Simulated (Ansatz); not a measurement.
The input, for Ansatz 0.2.0:

```yaml
crystal:
  periodic: [false, false, false]
  atoms:
    - {symbol: Br, position_ang: [-0.448847, 0.000000, 0.000000]}
    - {symbol: H, position_ang: [1.074153, 0.000000, 0.000000]}
    - {symbol: C, position_ang: [2.420153, 0.000000, 0.000000]}
    - {symbol: H, position_ang: [2.834621, 0.000000, 0.996161]}
    - {symbol: H, position_ang: [2.834621, 0.000000, -0.996161]}
basis:
  gaussian: {orbitals: cc-pVDZ}
magnetization: {spin_polarized: true, initial_magnetization: 2}
correlation: {method: mp2, electrons: outside_noble_gas}
output: {forces: true}
```

```sh
$ ansatz run in.yaml --threads 1 --pin off --events-out ev --progress --plain --max-ram 2393MiB
```

**Question.** Roughly how long does this take on 1 thread of AMD EPYC 9R45, shared host, and how much host memory?

**Answer.** 0.69 s wall and 0.18 GiB.

```
576 factors; integrals over basis functions are off by at most 1.3e-3 eV
mean field evaluation 1: about -71071.9027 eV, gradient 1.0e1 eV
mean field evaluation 2: about -71071.9211 eV, gradient 1.0e1 eV
mean field evaluation 4: about -71072.9611 eV, gradient 1.5e0 eV
mean field evaluation 8: about -71072.9951 eV, gradient 6.5e-2 eV
mean field -71072.99514873 eV, -2611.8843967095 hartree, gradient 6.4e-6 eV, S^2 2.047480; 0 other end points of the search recorded, 0 dependent functions left out
15 core orbitals not correlated: weight in the atoms' cores, before any rotation towards them, 1.000 or more for the frozen orbitals, at most 0.000 for the correlated occupied ones
reference -71072.99514873 eV, -2611.8843967095 hartree; 8, 6 occupied and 33, 35 virtual orbitals, 576 factors
second order -6.32363117 eV of doubles, -0.00000000 eV of singles
the calculation of the forces begins
mean field evaluation 16: about -71072.9951 eV, gradient 6.4e-6 eV
Total energy: -71079.31877991 eV, -2612.1167858688 hartree
Atom 0 at    -0.448847     0.000000     0.000000 Å, force    -1.546195     0.000000     0.000000 eV/Å
Atom 1 at     1.074153     0.000000     0.000000 Å, force     1.801448     0.000000    -0.000000 eV/Å
Atom 2 at     2.420153     0.000000     0.000000 Å, force    -1.021616    -0.000000     0.000000 eV/Å
Atom 3 at     2.834621     0.000000     0.996161 Å, force     0.383182    -0.000000     0.287228 eV/Å
Atom 4 at     2.834621     0.000000    -0.996161 Å, force     0.383182    -0.000000    -0.287228 eV/Å
Dipole moment:     0.468966    -0.000000     0.000000 e Å
```

Forces (eV/Å):
```
Br  -1.546  0.000  0.000
H    1.801  0.000  0.000
C   -1.022  0.000  0.000
H    0.383  0.000  0.287
H    0.383  0.000 -0.287
```
